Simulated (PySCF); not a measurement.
**Two-dimensional NMR puzzle**

Compound of formula C₆H₆. Correlations simulated from computed shifts and couplings:

HSQC (one-bond C–H):
```tsv
δH	δC	¹J(C,H) (Hz)
6.22	141.8	179
4.07	55.1	212
1.73	38.7	170
```

HMBC (two and three bonds, |J| ≥ 2.5 Hz):
```tsv
δH	δC [abs. J in Hz]
6.22	141.8 [4.8], 38.7 [13.3]
4.07	55.1 [3.6], 38.7 [3.4]
1.73	141.8 [7.0], 38.7 [13.3]
```

Calculated, not measured (PySCF 2.14): shielding tensors at PBE0/pcSseg-1 (GIAO), J couplings at B3LYP/pcJ-1 (without the spin–dipole term), geometry: GFN2-xTB. Equivalent nuclei averaged, in vacuum, single conformer, non-relativistic.

References, each an isolated molecule treated in the same way: ¹H (σref 31.72) and ¹³C (σref 186.93) against TMS.

Exchangeable hydrogens are left out of these lists, and C,H couplings along chains are those of one rotamer, so weak HMBC peaks may be missing or extra.

Problem. Which molecule is this?

Solution. `InChI=1S/C6H6/c1-2-4-5-3(1)6(4)5/h1-6H`.

Numbering as in the mapped SMILES `[CH:1]1=[CH:2][C@H:3]2[C@H:4]3[C@@H:5]1[C@@H:6]23` (H(Xn): hydrogen on atom n).

δC 141.8 is C1/C2, an alkene CH (δH 6.22). δC 55.1 is C4/C6, a three-membered-ring carbon (δH 4.07). δC 38.7 is C3/C5, a three-membered-ring carbon (δH 1.73).

The shifts were computed for this structure.

Unscaled 3J(H,H) at this level run about 10 % above measured values. Shifts are as computed. Against solution values, carbons near 30 ppm lie about +3 ppm off and those near 130 ppm about +5 ppm. Of 1211 compounds with measured shifts, 218 miss one by over three times the rms of a fit or turn the order of signals round; such compounds aren't used in these exercises.
